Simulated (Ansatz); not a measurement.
# SiH3Cl + CH3 radical: a complex and its separated parts

The complex below is one end of an elementary step. How strongly is it bound against its free parts?

Computed with Ansatz 0.2.0, Gaussian basis. Level: PBE0-D4/def2-TZVP structures, single points in def2-TZVPP, no counterpoise correction.

Levels: SPW92, PBE-D4, BLYP-D4, r2SCAN-D4, B97M-V, PBE0-D4, B3LYP-D4, r2SCAN0-D4, BHLYP-D4, CAM-B3LYP-D4, wB97X-V, wB97M-V, B2PLYP, PBE-QIDH, RPA on PBE, Hartree-Fock, MP2, CCSD, CCSD(T).

Cores are frozen in the correlated methods. Orbitals are unrestricted. B3LYP uses VWN-RPA correlation. B2PLYP carries no dispersion term here.

94 further runs of the same task are left out: 94 set aside as unsound or not needed.

## Step 1: The starting structure

The complex: 9 atoms, charge 0, spin multiplicity 2.

Atoms are counted from 1 here; the program's logs count them from 0.

Bond lengths: H1–Si2 1.480 Å, Si2–Cl3 2.056 Å, Si2–H5 1.481 Å, Si2–H6 1.481 Å, C4–H7 1.080 Å, C4–H8 1.080 Å, C4–H9 1.080 Å. Angles: H1–Si2–Cl3 108.4°, H1–Si2–H5 110.7°, H1–Si2–H6 110.7°, Cl3–Si2–H5 108.3°, Cl3–Si2–H6 108.3°, H5–Si2–H6 110.4°, H7–C4–H8 119.8°, H7–C4–H9 120.1°, H8–C4–H9 120.1°.

Coordinates:

```
atom     x (Å)     y (Å)     z (Å)
  H1   1.02742   0.60136  -0.17780
 Si2   1.00395   0.14669  -1.58606
 Cl3  -0.66157  -1.02744  -1.86287
  C4  -1.12019  -0.08806   2.00519
  H5   0.91577   1.30227  -2.50795
  H6   2.20213  -0.66750  -1.89353
  H7  -0.46357  -0.61714   2.68048
  H8  -1.45956   0.90666   2.25494
  H9  -1.44438  -0.55684   1.08749
```

Its parts: SiH3Cl holds atoms 1, 2, 3, 5, 6; CH3 radical holds atoms 4, 7, 8, 9. Each part counts its atoms afresh in its own runs.

## Step 2: Relaxing SiH3Cl alone

Input file relax-a/in.yaml:

```yaml
crystal:
  periodic: [false, false, false]
  atoms:
    - {symbol: H, position_ang: [1.027421, 0.601359, -0.177795]}
    - {symbol: Si, position_ang: [1.003949, 0.146685, -1.586056]}
    - {symbol: Cl, position_ang: [-0.661572, -1.027437, -1.862868]}
    - {symbol: H, position_ang: [0.915768, 1.302267, -2.507950]}
    - {symbol: H, position_ang: [2.202132, -0.667503, -1.893533]}
basis:
  gaussian: {orbitals: def2-TZVP}
hamiltonian: {xc: pbe0, dispersion: d4}
relax: {f_tol: 0.005, max_steps: 200}
```

Launch:

```bash
ansatz run in.yaml --threads 4 --pin off --events-out ev --progress --plain --max-ram 9574MiB
```

The runs that follow: Relaxing CH3 radical alone; SPW92/def2-TZVPP; PBE-D4/def2-TZVPP; BLYP-D4/def2-TZVPP; r2SCAN-D4/def2-TZVPP; B97M-V/def2-TZVPP; PBE0-D4/def2-TZVPP; B3LYP-D4/def2-TZVPP; r2SCAN0-D4/def2-TZVPP; BHLYP-D4/def2-TZVPP; CAM-B3LYP-D4/def2-TZVPP; wB97X-V/def2-TZVPP; wB97M-V/def2-TZVPP; B2PLYP/def2-TZVPP; PBE-QIDH/def2-TZVPP; RPA on PBE/def2-TZVPP; CCSD(T)/def2-TZVPP; Vibrations of SiH3Cl; Vibrations of CH3 radical.

What does the calculation give? Wanted: complex less parts, CCSD(T)/def2-TZVPP; with zero-point energy; largest T1 diagnostic.

The runs gave:

```
                              quantity         value
complex less parts, CCSD(T)/def2-TZVPP  -2.87 kJ/mol
                with zero-point energy  -1.14 kJ/mol
                 largest T1 diagnostic         0.009
```

**Reading.** At CCSD(T) the complex lies 2.87 kJ/mol below its parts. Among the functionals r2SCAN-D4 lands nearest to CCSD(T) (-0.60 kJ/mol) and SPW92 farthest (-5.38 kJ/mol). Mean unsigned error by rung: LDA 5.38, GGA 2.18, meta-GGA 1.09, hybrid 1.49, range-separated hybrid 1.25, double hybrid 1.45 kJ/mol. PBE-D4 gives a relative energy 2.86 kJ/mol too low, an error of 100 % of the reference. The complex's frequency run has imaginary modes: the structure is no minimum, so both the energy and the zero-point correction are in doubt. No counterpoise was applied, and triple zeta lacks some correlation, so the CCSD(T) reference has a basis error of its own, and close matches with it are partly luck.
